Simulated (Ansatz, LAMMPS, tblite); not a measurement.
Ladder of methods for the elastic constant C11 of zinc-blende ZnSe

Reference value: 85.9 GPa (measured, temperature not stated, not corrected to a static lattice; as tabulated in Oses et al. (2018), arXiv:1811.08464).

```
level (code)                               value (GPa)  cell (Å³/atom)  difference (%)
-----------------------------------------  -----------  --------------  --------------
Stillinger–Weber CdTeZnSeHgS0.sw (LAMMPS)         92.5           22.77            +7.7
GFN2-xTB (tblite)                                 51.9           25.55             -40
LDA (Ansatz)                                      97.4           21.57           +13.4
PBE (Ansatz)                                      79.7           23.55            -7.2
HSE06 (Ansatz)                                    86.8           23.16            +1.0
```

Leaving aside Stillinger–Weber CdTeZnSeHgS0.sw, which can be fitted to such values or carry a doubt: The reference's temperature isn't stated, so close values are not ranked against it. Off by more than 25 % (a bound picked here): GFN2-xTB (-40 %).

The reference has no zero-point or thermal correction, while the calculations are for a static lattice, so the differences are not the levels' errors alone. A static lattice is as a rule stiffer than a warm one, by over a tenth in soft solids.  Stillinger–Weber CdTeZnSeHgS0.sw: the potential file covers more elements than this solid holds. GFN2-xTB: the method was fitted mainly to molecules. GFN2-xTB: the run uses a supercell at the zone centre in place of a k mesh. Each level is taken at its own relaxed cell. K meshes differ between the levels. Ansatz's density-functional and Hartree–Fock values are scalar-relativistic unless marked +SOC, with PAW data made under PBE.

Empirical potentials (Stillinger–Weber CdTeZnSeHgS0.sw) are fitted to chosen data, which need not cover the solid at hand: agreement can be built in, and what lay outside the fit can be far off.

Differences are worked out from the printed values.

Ansatz is a quantum-chemistry and plane-wave program.
